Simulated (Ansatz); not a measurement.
Fluorite CdF2, treated with r²SCAN0 (Ansatz, a program for electronic structure, PAW).

Run with plane-wave cutoff 600 eV, 8×8×8 k mesh, scalar-relativistic PAW data made under PBE.

Computed at the level's own relaxed cell.

Predict the Voigt–Reuss–Hill bulk modulus, polycrystal shear modulus (Hill average), Young modulus, elastic constant C12, elastic constant C11 and elastic constant C44.


- Voigt–Reuss–Hill bulk modulus: 118 GPa
- polycrystal shear modulus (Hill average): 37.3 GPa
- Young modulus: 101 GPa
- elastic constant C12: 76.8 GPa
- elastic constant C11: 201 GPa
- elastic constant C44: 26.2 GPa

Elastic constants are with the ions relaxed.

The computed numbers hold no vibrational or temperature effects.

Cost on a shared machine: around 60 core-minutes (rough).
